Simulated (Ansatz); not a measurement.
Mulliken charges of CH₅FN₂O (`NC(N)(O)F`) from PBE/def2-TZVPP in Ansatz (PBE0-D4/def2-TZVP geometry).

| atom | x (Å) | y (Å) | z (Å) | charge (e) |
| --- | --- | --- | --- | --- |
| N1 | -0.867 | -0.791 | -0.600 | -0.303 |
| C2 | -0.062 | 0.291 | -0.143 | 0.276 |
| N3 | 0.259 | 0.080 | 1.220 | -0.345 |
| O4 | 1.106 | 0.549 | -0.862 | -0.262 |
| F5 | -0.809 | 1.430 | -0.356 | -0.174 |
| H6 | -1.097 | -0.655 | -1.575 | 0.156 |
| H7 | -0.371 | -1.666 | -0.492 | 0.145 |
| H8 | -0.579 | -0.112 | 1.753 | 0.165 |
| H9 | 0.732 | 0.890 | 1.598 | 0.160 |
| H10 | 1.771 | -0.067 | -0.541 | 0.183 |

Problem. By hand: the dipole of these point charges (1 e Å = 4.8032 D).

Solution. Σ q r = (0.128, -0.332, 0.138) e Å, of length 0.382 e Å = 1.83 D.

Problem. How does the dipole of the full density compare? (An estimate is asked.)

Solution. Computed: (0.217, -0.377, 0.191) e Å, 2.28 D; the point charges give 0.80 times that, at 9° from its direction.

Point charges leave out the atoms' own dipoles, such as those of lone pairs, and Mulliken's split depends on the basis, so the two needn't agree.
